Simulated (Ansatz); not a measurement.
Results of Hartree–Fock in Ansatz (PAW) for bcc V.

Numerical settings: plane-wave cutoff 460 eV, 14×14×14 k mesh, Fermi–Dirac smearing 0.05 eV, no spin polarisation, scalar-relativistic PAW data made under PBE.

Computed points:

```tsv
V (Å³/atom)	E − E_lowest (meV/atom)
13.018	18.02
13.221	6.34
13.688	0.00
13.899	5.61
14.238	24.29
```

Problem. What bulk modulus B0 and pressure derivative B′ does a third-order Birch–Murnaghan fit give?

Solution. V0 = 13.561 Å³/atom, B0 = 260 GPa, B′ = 4.1 (fit to the energies at full precision).

Measured, for comparison: bulk modulus 161 GPa (corrected for temperature and zero-point phonon effects, our sources range from 159 to 166; as tabulated in Levämäki et al. (2014), arXiv:1402.3671); equilibrium volume per atom 13.79 Å³/atom (static lattice: zero-point anharmonic expansion removed; as tabulated in Mejia-Rodriguez and Trickey (2018), arXiv:1807.09216). Computed (rounded) less measured: bulk modulus +61 % (+57 % to +64 % over the range), equilibrium volume per atom -1.7 %.

Computed values are for the static lattice.

It cost about 29 core-minutes (a rough figure) of CPU time.

Ansatz is an electronic-structure program.
